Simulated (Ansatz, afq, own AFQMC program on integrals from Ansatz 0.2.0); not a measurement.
AlH3⁺, doublet: AFQMC among the cluster methods

```xyz
4

Al    0.0000    0.0756    0.0000
H     0.0000    0.2992   -2.0522
H     0.0000    0.2992    2.0522
H     0.0000   -2.6222    0.0000
```

Basis cc-pVDZ. Noble-gas cores (and the filled d shells of Ga–Kr and In–Xe) are frozen. Ansatz 0.2.0 and our own AFQMC program on the same integrals; the CISD trial comes from CCSD amplitudes, and released means the phaseless constraint is let go. Error bars are statistical, one sigma.

Determinant: ROHF, the one that the program's search chose, which needn't be the lowest solution. The geometry is a point of a scan.

Full CI on the same integrals is exact in this basis and with this determinant's frozen core.

Cautions: a spin-contaminated unrestricted determinant lies lower (UHF 255 meV lower, ⟨S²⟩ 1.35).

```
T1 diagnostic                               : 0.0285
weight of the determinant in the CISD state : 0.884
size of the correlated space                : 5 electrons in 28 orbitals
```

Reference: full CI, correlation energy -2.426 eV. The released energy is read at 1.62 1/Eh, later times being too noisy (meV from the phaseless value at times in 1/Eh: -2.6 ± 1.8 at 0.24, -3.3 ± 1.4 at 0.51, -5.4 ± 1.3 at 0.99, -6.9 ± 1.0 at 1.62, -13 ± 5 at 2.40).

```tsv
level	E − E(reference) (kcal/mol)	share of correlation (%)
HF	55.95	0.00
MP2	19.20	65.68
CCSD	1.86	96.67
CCSD(T)	0.60	98.92
CCSDT	0.03	99.94
CCSDT(Q)	0.01	99.98
CCSDTQ	0.00	100.00
ph-AFQMC/CISD	0.31 ± 0.04	99.45
released AFQMC	0.15 ± 0.02	99.74
```

CCSDT and higher add their correlation energy to the determinant of the CCSD(T) run, since their own runs factorise the integrals more tightly (a shift of under 2 meV). A walk keeps the symmetry of its determinant, which the program's search chose and which needn't be the lowest solution, so a lower state of the same spin and another symmetry isn't excluded. Released energies are given only where the last usable release times agree within the noise; a slower fall can still hide under it.
